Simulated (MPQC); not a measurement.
# C2H2S (SMILES C#CS): KMLYP/pcseg-1

Wanted: a single-point energy of C2H2S. 

The calculation is run with MPQC 2.3.1.

1 further run of the same task is left out (set aside as unsound or not needed).

## 1. The system as given

C2H2S: 5 atoms, total charge 0, spin state singlet. As SMILES, `C#CS`. The shape is that of a PBE0-D4/def2-TZVP optimisation.

Bond lengths: C1–C2 1.204 Å, C2–S3 1.679 Å, C1–H4 1.064 Å, S3–H5 1.346 Å. Angles: C1–C2–S3 175.2°, C2–C1–H4 179.3°, C2–S3–H5 96.7°.

## 2. The energy at KMLYP/pcseg-1

input.in reads:

```
% emacs should use -*- KeyVal -*- mode
molecule<Molecule>: (
  symmetry = c1
  unit = angstrom
  { atoms geometry } = {
    C  [ -1.196800 -0.342000 0.001900 ]
    C  [ 0.000700 -0.223700 0.026100 ]
    S  [ 1.678900 -0.197600 0.083400 ]
    H  [ -2.256800 -0.433400 -0.021800 ]
    H  [ 1.823900 1.123100 -0.131000 ]
  }
)
basis<GaussianBasisSet>: (
  name = "pcseg-1"
  molecule = $:molecule
  basisdir = "."
  puream = yes
)
mpqc: (
  checkpoint = no
  savestate = no
  restart = no
  do_energy = yes
  do_gradient = no
  optimize = no
  mole<CLKS>: (
    molecule = $:molecule
    basis = $:basis
    total_charge = 0
    memory = 1000000000
    print_evals = yes
    print_npa = yes
    maxiter = 70
    value_accuracy = 1e-08
    functional<StdDenFunctional>: ( name = "KMLYP" )
    integrator<RadialAngularIntegrator>: ( grid = fine )
    guess_wavefunction<ExtendedHuckelWfn>: (
      molecule = $:molecule
      total_charge = 0
      multiplicity = 1
      basis<GaussianBasisSet>: (
        name = "STO-3G"
        molecule = $:molecule
      )
    )
  )
)
```

The basis set pcseg-1 is read from a file made from the Basis Set Exchange's data (not shown).

Command:

```
$ mpqc input.in > input.out
```

Log:

```text
MPQC: Massively Parallel Quantum Chemistry
[...]
  CLSCF::init: total charge = 0
[...]
  nbasis = 56
[...]
  Integrated electron density error = -0.000480252756
  iter     1 energy = -423.6993194764 delta = 1.54465e-01
  Integrated electron density error = -0.000987295022
  iter     2 energy = -450.2176827735 delta = 4.63823e-01
[...]
  Integrated electron density error = 0.000000750272
  iter    20 energy = -474.9540727472 delta = 6.63738e-07
  Integrated electron density error = 0.000000750270
  iter    21 energy = -474.9540727472 delta = 2.00626e-07
  Integrated electron density error = 0.000000750267
  iter    22 energy = -474.9540727472 delta = 4.74294e-08
  Integrated electron density error = 0.000000750266
  iter    23 energy = -474.9540727472 delta = 1.84386e-08
[...]
  LUMO is    16   A =   0.021246
  total scf energy = -474.9540727472
Value of the MolecularEnergy: -474.9540727472
[...]
        symmetry = c1
[...]
```

It took 13 s on 1 thread of Arm Neoverse V1, shared host; peak memory 0.27 GiB.

## 3. Summary of results

Level: KMLYP/pcseg-1.

| quantity | value |
| --- | --- |
| total energy | -474.95407 Eh |
| HOMO energy | -8.73 eV |
| LUMO energy | 0.58 eV |
| HOMO–LUMO gap | 9.31 eV |
